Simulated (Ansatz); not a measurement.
Ansatz (an electronic-structure program) input (B3LYP-D3(BJ)/def2-TZVP):

Ansatz 0.2 input:
```yaml
crystal:
  periodic: [false, false, false]
  atoms:
    - {symbol: C, position_ang: [0.09791595, 1.40096517, -0.16364309]}
    - {symbol: S, position_ang: [0.38539749, -0.00171019, 0.95116859]}
    - {symbol: C, position_ang: [0.08219528, -1.40240207, -0.16201763]}
    - {symbol: H, position_ang: [0.06548284, 2.30867428, 0.43390281]}
    - {symbol: H, position_ang: [0.94027137, 1.46149042, -0.84864697]}
    - {symbol: H, position_ang: [-0.82870656, 1.27975979, -0.71593516]}
    - {symbol: H, position_ang: [0.04215321, -2.30927462, 0.43629388]}
    - {symbol: H, position_ang: [-0.84437209, -1.27239845, -0.71251251]}
    - {symbol: H, position_ang: [0.92252855, -1.47155878, -0.84862709]}
    - {symbol: H, position_ang: [-0.83519224, 0.00548492, 1.54358199]}
basis:
  gaussian:
    orbitals: def2-TZVP
hamiltonian:
  xc: b3lyp
  dispersion: d3bj
total_charge: 1
relax: {f_tol: 0.002, max_steps: 150}
```

Output:

```
Functional definition: B3LYP
integrals: 0.05 GiB planned
939 factors; their error is unknown
mean field: 0.52 GiB planned
mean field evaluation 1: about -13003.9262 eV, gradient 8.0e1 eV
mean field evaluation 2: about -12996.2373 eV, gradient 9.0e1 eV
mean field evaluation 4: about -13018.0406 eV, gradient 2.8e0 eV
mean field evaluation 8: about -13018.0573 eV, gradient 3.0e-2 eV
mean field evaluation 16: about -13018.0570 eV, gradient 6.9e-5 eV
mean field -13018.05700984 eV, -478.4047711558 hartree, gradient 6.9e-5 eV, S^2 0.000000; 0 other end points of the search recorded, 0 dependent functions left out
the calculation of the forces begins
reference -13018.05724670 eV, -478.4047798600 hartree; 17, 17 occupied and 124, 124 virtual orbitals, 939 factors
relax step   1: F+E_penalty+E_count = -13018.37247455 eV  Δ(F+E_penalty+E_count) = +0.000e0 eV  max|allowed force component| = 4.746e-1 eV/Å  Δτ_max = 0.0000 Å  (27 SCF iters, accepted)
these checks for a lower state are left out or cut short: starts, cluster_reference, orbital_swaps, neighbouring_geometries, increment
integrals: 0.05 GiB planned
939 factors; their error is unknown
mean field: 0.52 GiB planned
mean field -13018.07957478 eV, -478.4056004019 hartree, gradient 1.9e-5 eV, S^2 0.000000; 0 other end points of the search recorded, 0 dependent functions left out
the calculation of the forces begins
reference -13018.07981144 eV, -478.4056090990 hartree; 17, 17 occupied and 124, 124 virtual orbitals, 939 factors
relax step   2: F+E_penalty+E_count = -13018.39276536 eV  Δ(F+E_penalty+E_count) = -2.029e-2 eV  max|allowed force component| = 1.006e-1 eV/Å  Δτ_max = 0.0553 Å  (28 SCF iters, accepted)
these checks for a lower state are left out or cut short: starts, cluster_reference, orbital_swaps, neighbouring_geometries, increment
integrals: 0.05 GiB planned
939 factors; their error is unknown
mean field: 0.52 GiB planned
mean field -13018.08108643 eV, -478.4056559539 hartree, gradient 2.0e-5 eV, S^2 0.000000; 0 other end points of the search recorded, 0 dependent functions left out
the calculation of the forces begins
reference -13018.08132291 eV, -478.4056646443 hartree; 17, 17 occupied and 124, 124 virtual orbitals, 939 factors
relax step   3: F+E_penalty+E_count = -13018.39496090 eV  Δ(F+E_penalty+E_count) = -2.196e-3 eV  max|allowed force component| = 3.872e-2 eV/Å  Δτ_max = 0.0118 Å  (31 SCF iters, accepted)
these checks for a lower state are left out or cut short: starts, cluster_reference, orbital_swaps, neighbouring_geometries, increment
integrals: 0.05 GiB planned
939 factors; their error is unknown
mean field: 0.52 GiB planned
mean field evaluation 32: about -13018.0840 eV, gradient 3.9e-1 eV
mean field -13018.08117750 eV, -478.4056593008 hartree, gradient 2.0e-5 eV, S^2 0.000000; 0 other end points of the search recorded, 0 dependent functions left out
the calculation of the forces begins
reference -13018.08141400 eV, -478.4056679919 hartree; 17, 17 occupied and 124, 124 virtual orbitals, 939 factors
relax step   4: F+E_penalty+E_count = -13018.39506160 eV  Δ(F+E_penalty+E_count) = -1.007e-4 eV  max|allowed force component| = 1.475e-2 eV/Å  Δτ_max = 0.0030 Å  (31 SCF iters, accepted)
these checks for a lower state are left out or cut short: starts, cluster_reference, orbital_swaps, neighbouring_geometries, increment
integrals: 0.05 GiB planned
939 factors; their error is unknown
mean field: 0.52 GiB planned
mean field -13018.08122045 eV, -478.4056608792 hartree, gradient 2.0e-5 eV, S^2 0.000000; 0 other end points of the search recorded, 0 dependent functions left out
the calculation of the forces begins
reference -13018.08145696 eV, -478.4056695708 hartree; 17, 17 occupied and 124, 124 virtual orbitals, 939 factors
relax step   5: F+E_penalty+E_count = -13018.39507484 eV  Δ(F+E_penalty+E_count) = -1.324e-5 eV  max|allowed force component| = 2.490e-3 eV/Å  Δτ_max = 0.0019 Å  (30 SCF iters, accepted)
these checks for a lower state are left out or cut short: starts, cluster_reference, orbital_swaps, neighbouring_geometries, increment
integrals: 0.05 GiB planned
939 factors; their error is unknown
mean field: 0.52 GiB planned
mean field -13018.08122308 eV, -478.4056609759 hartree, gradient 2.0e-5 eV, S^2 0.000000; 0 other end points of the search recorded, 0 dependent functions left out
the calculation of the forces begins
reference -13018.08145960 eV, -478.4056696677 hartree; 17, 17 occupied and 124, 124 virtual orbitals, 939 factors
relax step   6: F+E_penalty+E_count = -13018.39507558 eV  Δ(F+E_penalty+E_count) = -7.402e-7 eV  max|allowed force component| = 3.033e-4 eV/Å  Δτ_max = 0.0006 Å  (30 SCF iters, accepted)
integrals: 0.05 GiB planned
939 factors; their error is unknown
mean field: 0.52 GiB planned
mean field evaluation 64: about -13018.0836 eV, gradient 3.9e-1 eV
mean field -13018.08122308 eV, -478.4056609759 hartree, gradient 2.0e-5 eV, S^2 0.000000; 1 other end points of the search recorded, 0 dependent functions left out
the calculation of the forces begins
reference -13018.08145960 eV, -478.4056696677 hartree; 17, 17 occupied and 124, 124 virtual orbitals, 939 factors
Total energy: -13018.39531210 eV, -478.4172035343 hartree
Atom 0 at     0.092428     1.426558    -0.174031 Å, force    -0.000150     0.000252    -0.000012 eV/Å
Atom 1 at     0.353779    -0.001510     0.909687 Å, force     0.000141    -0.000011     0.000013 eV/Å
Atom 2 at     0.076848    -1.427834    -0.172460 Å, force    -0.000142    -0.000186    -0.000065 eV/Å
Atom 3 at     0.086352     2.309513     0.462872 Å, force    -0.000148    -0.000261    -0.000159 eV/Å
Atom 4 at     0.948380     1.463670    -0.845584 Å, force     0.000065     0.000016    -0.000050 eV/Å
Atom 5 at    -0.839311     1.324003    -0.723758 Å, force     0.000193     0.000077     0.000179 eV/Å
Atom 6 at     0.061394    -2.310006     0.465369 Å, force    -0.000165     0.000303    -0.000128 eV/Å
Atom 7 at    -0.853838    -1.315820    -0.722120 Å, force     0.000159    -0.000109     0.000144 eV/Å
Atom 8 at     0.932213    -1.474859    -0.844141 Å, force     0.000111    -0.000060    -0.000034 eV/Å
Atom 9 at    -0.830571     0.005316     1.557730 Å, force    -0.000064    -0.000021     0.000111 eV/Å
Dipole moment:    -0.200887     0.001070    -0.052621 e Å
```

It need not be the lowest isomer of its formula.
